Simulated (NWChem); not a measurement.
# SF (Monosulfur monofluoride): UB3LYP/6-31G(d) (spherical functions)

Wanted: energy and gradient of SF (Monosulfur monofluoride). The job is set up through an ASE script.

Program for the calculation: NWChem 7.3.0.

6 further runs of the same task are left out: 6 set aside as unsound or not needed. Runs told in other sessions of the task aren't counted.

## Step 1: Starting point

SF has 2 atoms, charge 0, and is taken as a doublet. As SMILES, `F[S]`. The shape is that of a PBE0-D4/def2-TZVP optimisation.

Bond lengths: F1–S2 1.594 Å.

## Step 2: Energy and forces at UB3LYP/6-31G(d) (spherical functions)

File work.xyz:

```xyz
2

F      0.000000     0.000000     0.016120
S      0.000000     0.000000     1.610410
```

File run.py:

```python
from ase.io import read
from ase.calculators.nwchem import NWChem

system = read('work.xyz')

calc = NWChem(
    label='work',
    theory='dft',
    memory='2200 mb',
    basis='6-31G*',
    basispar='spherical bse',
    dft={'xc': 'b3lyp', 'mult': '2', 'grid': 'xfine', 'convergence': 'energy 1e-08', 'iterations': '100', 'mulliken': None},
)
system.calc = calc

forces = system.get_forces()
e = system.get_potential_energy()
print(f"E = {e:.6f} eV")
print("forces (eV/A):")
for s, f in zip(system.symbols, forces):
    print(f"{s:2s} {f[0]:10.5f} {f[1]:10.5f} {f[2]:10.5f}")
```

Run with:

```bash
$ export ASE_NWCHEM_COMMAND="nwchem PREFIX.nwi > PREFIX.nwo"
$ python run.py
```

Q: Predict the results. Wanted: total energy; dipole moment; HOMO energy; LUMO energy; ⟨S²⟩; largest force on an atom.

**Answer.** As computed:

Level: UB3LYP/6-31G* (spherical functions).

```
                          quantity          value
                      total energy  -497.94410 Eh
                     dipole moment         0.78 D
HOMO energy (highest over α and β)       -6.70 eV
 LUMO energy (lowest over α and β)       -4.56 eV
                              ⟨S²⟩          0.752
          largest force on an atom     1.177 eV/Å
```

The largest force is 1.18 eV/Å: the shape isn't a stationary point for this species at this level.
